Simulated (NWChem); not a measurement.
**C3H2O (SMILES O=c1cc1): MP2/def2-SVPD**

Aim: the vertical singlet–triplet gap of C3H2O at MP2/def2-SVPD, from 2 runs. 

The calculation is run with NWChem 7.3.0.

5 further runs of the same task are left out: 5 set aside as unsound or not needed. Runs told in other sessions of the task aren't counted.

### Step 1. The structure to begin with

The species is C3H2O (6 atoms), meant as a singlet with charge 0. SMILES: `O=c1cc1`. The coordinates come from a PBE0-D4/def2-TZVP relaxation.

Bond lengths: O1–C2 1.196 Å, C2–C3 1.424 Å, C2–C4 1.424 Å, C3–C4 1.339 Å, C3–H5 1.083 Å, C4–H6 1.083 Å. Angles: O1–C2–C3 152.0°, O1–C2–C4 152.0°, C3–C2–C4 56.1°, C2–C3–C4 62.0°, C2–C4–C3 62.0°, C2–C3–H5 154.0°, C4–C3–H5 144.1°, C2–C4–H6 154.0°, C3–C4–H6 144.1°.

### Step 2. Energy and forces at MP2/def2-SVPD

Contents of m1.xyz:

```xyz
6

O     -0.019410    -1.860760     0.851810
C     -0.008060    -0.772930     0.353820
C      0.589100     0.229390    -0.462270
C     -0.581400     0.509900     0.123850
H      1.361720     0.623210    -1.110520
H     -1.341940     1.271190     0.243330
```

Contents of run.py:

```python
from ase.io import read
from ase.calculators.nwchem import NWChem

mol = read('m1.xyz')

calc = NWChem(
    label='m1',
    theory='mp2',
    memory='2200 mb',
    basis='def2-SVPD',
    basispar='spherical bse',
    scf={'nopen': '0', 'rhf': None, 'thresh': '1e-08', 'maxiter': '80'},
    mp2={'freeze': 'core 4', 'tight': None},
)
mol.calc = calc

forces = mol.get_forces()
e = mol.get_potential_energy()
print(f"E = {e:.6f} eV")
print("forces (eV/A):")
for s, f in zip(mol.symbols, forces):
    print(f"{s:2s} {f[0]:10.5f} {f[1]:10.5f} {f[2]:10.5f}")
```

Run with:

```sh
$ export ASE_NWCHEM_COMMAND="nwchem PREFIX.nwi > PREFIX.nwo"
$ python run.py
```

Standard output:

```text
E = -5169.402950 eV
forces (eV/A):
O    -0.01286   -1.23660    0.56605
C     0.00339    0.33697   -0.15416
C     1.04844    0.05199   -0.66201
C    -1.04191    0.55320    0.38479
H     0.17669    0.10526   -0.15509
H    -0.17376    0.18918    0.02036
```

The calculator wrote m1.nwi:

```
title "m1"

permanent_dir m1

scratch_dir m1

start m1

geometry units angstrom nocenter noautosym noautoz
  O  -1.9410000000000000e-02 -1.8607600000000000e+00 8.5180999999999996e-01
  C  -8.0599999999999995e-03 -7.7293000000000001e-01 3.5382000000000002e-01
  C  5.8909999999999996e-01 2.2939000000000001e-01 -4.6227000000000001e-01
  C  -5.8140000000000003e-01 5.0990000000000002e-01 1.2385000000000000e-01
  H  1.3617200000000000e+00 6.2321000000000004e-01 -1.1105200000000000e+00
  H  -1.3419399999999999e+00 1.2711900000000000e+00 2.4332999999999999e-01
end

memory 2200 mb

basis spherical bse noprint
   * library def2-SVPD
end

scf
  nopen 0
  rhf
  thresh 1e-08
  maxiter 80
end
mp2
  freeze core 4
  tight
end

task mp2 gradient
```

m1.nwo:

```text
Northwest Computational Chemistry Package (NWChem) 7.3.0
             --------------------------------------------------------

           Job information
           ---------------

    nwchem branch   = 7.3.0
    use scalapack   = T
    input           = m1.nwi
    prefix          = m1.
    data base       = m1/m1.db
    status          = startup
    nproc           =        1

           Memory information
           ------------------

    heap     =     72089594 doubles =      550.0 Mbytes
    stack    =     72089599 doubles =      550.0 Mbytes
    global   =    144179200 doubles =     1100.0 Mbytes (distinct from heap & stack)
    total    =    288358393 doubles =     2200.0 Mbytes
    verify   = yes
    hardfail = no

           Directory information
           ---------------------

  0 permanent = m1
  0 scratch   = m1

[... 32 lines left out ...]
            Nuclear Dipole moment (a.u.)
[... 85 lines left out ...]
 1-e energy   =    -444.837540
[... 7 lines left out ...]
         Quadratically convergent ROHF
[... 3 lines left out ...]
 Final Fock-matrix accuracy:          1.000E-10
[... 14 lines left out ...]
         Total SCF energy =   -189.398510311320
[... 1 line left out ...]
      Two-electron energy =    161.511896640808
[... 4 lines left out ...]
             Final eigenvalues
[... 410 lines left out ...]
 CPHF converged to   5.7D-07 in   11 iters
[... 11 lines left out ...]
 MP2 RHF      natural orbital occupation numbers
[... 102 lines left out ...]
  MP2 natural orbitals output to m1/m1.mp2nos

                         mp2 ENERGY GRADIENTS

    atom               coordinates                        gradient
                 x          y          z           x          y          z
   1 O      -0.036680  -3.516327   1.609687    0.000250   0.024048  -0.011008
   2 C      -0.015231  -1.460626   0.668623   -0.000066  -0.006553   0.002998
   3 C       1.113238   0.433484  -0.873564   -0.020389  -0.001011   0.012874
   4 C      -1.098687   0.963571   0.234043    0.020262  -0.010758  -0.007483
   5 H       2.573278   1.177696  -2.098579   -0.003436  -0.002047   0.003016
   6 H      -2.535899   2.402201   0.459827    0.003379  -0.003679  -0.000396

                 ----------------------------------------
                 |  Time  |  1-e(secs)   |  2-e(secs)   |
                 ----------------------------------------
                 |  CPU   |       0.01   |       2.99   |
                 ----------------------------------------
                 |  WALL  |       0.01   |       2.99   |
                 ----------------------------------------
 -----------------------
 Task  times  cpu:       35.7s     wall:       35.7s
 Total times  cpu:       35.8s     wall:       35.8s
```

Wall time 37 s (1 thread of AMD EPYC 7B13 (Zen 3), shared host); peak memory 0.31 GiB.

### Step 3. The triplet: a single-point energy at UMP2/def2-SVPD

Contents of c3h2o.nw:

```
start c3h2o
title "C3H2O energy"
memory total 2200 mb
charge 0

geometry units angstroms noautosym nocenter noautoz
O     -0.019410    -1.860760     0.851810
C     -0.008060    -0.772930     0.353820
C      0.589100     0.229390    -0.462270
C     -0.581400     0.509900     0.123850
H      1.361720     0.623210    -1.110520
H     -1.341940     1.271190     0.243330
end

basis spherical bse
* library def2-SVPD
end

scf
triplet
uhf
thresh 1e-08
maxiter 80
print medium
end

mp2
freeze core 4
tight
end

task mp2
```

Run with:

```sh
$ nwchem c3h2o.nw > c3h2o.out
```

Standard output:

```text
[...]
  functions       =    99
[...]
  wavefunction    = UHF
[...]
         Total SCF energy =   -189.269369993935
      One electron energy =   -446.185119460106
      Two electron energy =    160.876279557756
 Nuclear repulsion energy =     96.039469908414
                       Sz =      1.0000
                 Sz(Sz+1) =      2.0000
                      S^2 =      2.1105
[...]
          Total MP2 energy          -189.800631462915
[...]
```

Run time: 39 s. Hardware: 1 thread of AMD EPYC 7B13 (Zen 3), shared host; peak memory 0.27 GiB.

### Step 4. Summary of results

At MP2/def2-SVPD, 4 core orbitals frozen:

| quantity | value |
| --- | --- |
| singlet: total energy | -189.97206 Eh |
| singlet: dipole moment (of the density that the program reports) | 4.27 D |
| singlet: HOMO energy (Hartree–Fock orbitals) | -10.80 eV |
| singlet: LUMO energy (Hartree–Fock orbitals) | 2.35 eV |
| singlet: HOMO–LUMO gap (Hartree–Fock orbitals) | 13.15 eV |
| singlet: correlation energy (4 core orbitals frozen) | -573.5 mEh |
| singlet: largest force on an atom | 1.360 eV/Å |
| triplet: total energy | -189.80063 Eh |
| triplet: HOMO energy (Hartree–Fock orbitals) (highest over α and β) | -6.31 eV |
| triplet: LUMO energy (Hartree–Fock orbitals) (lowest over α and β) | 0.32 eV |
| triplet: correlation energy (4 core orbitals frozen) | -531.3 mEh |
| triplet: ⟨S²⟩ of the reference determinant | 2.111 |
| vertical energy of the triplet above the singlet | 4.665 eV |

What this shows: At this shape the triplet lies 4.66 eV (450 kJ/mol) above the singlet. The largest force (singlet) is 1.36 eV/Å: the shape isn't a stationary point for this species at this level. ⟨S²⟩ (triplet) is 2.11 where a pure triplet has 2.00: the reference is spin-contaminated.
